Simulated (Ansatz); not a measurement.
A made-up structure of CH5Si2 (charge -1), closed shell:

Si1  (-1.540, 1.221, -0.669)
C2  (-0.206, 0.052, -0.660)
Si3  (0.644, -0.395, 0.872)
H4  (-1.862, 1.204, -2.196)
H5  (0.143, -0.433, -1.573)
H6  (0.087, 0.329, 2.060)
H7  (-2.211, 1.772, 0.454)
H8  (0.602, -1.859, 1.254)
(Å)

It is relaxed with PBE-D4/def2-SVPD and then PBE0-D4/def2-TZVPD (Ansatz 0.2.0). Atoms count as bonded within 1.22 times the sum of their covalent radii (H–H: 0.88 Å). The end point is not checked to be a true minimum.

(1) Does its bonding change? (Judge from chemistry; the calculation decides.)

Results:

(1) The calculation gives: No: no bond forms or breaks.

Where it ends: The first stage lowers the energy by 0.88 eV in 10 steps. It ends as CH₅Si₂ ([SiH2][CH][SiH2]), total charge -1:
```
8
angstrom
Si -1.2500 1.5175 -0.9727
C -0.3138 0.0741 -0.4391
Si 0.7054 -0.3370 0.9882
H -2.1545 1.0671 -2.0945
H -0.0194 -0.5316 -1.3055
H -0.0389 -0.0460 2.2681
H -2.1753 1.9810 0.1253
H 0.9032 -1.8338 0.9724
```

Labels in which every atom is bracketed show which atoms are joined, not bond orders.

For scale, one of the runs: PBE0-D4/def2-TZVPD relaxation, 168 basis functions, launched by `ansatz run in.yaml --threads 2 --pin off --events-out ev --progress --plain --max-ram 4352MiB`. Hardware: 2 CPU threads of an Arm Neoverse V2, shared host. Wall time about 26 s.
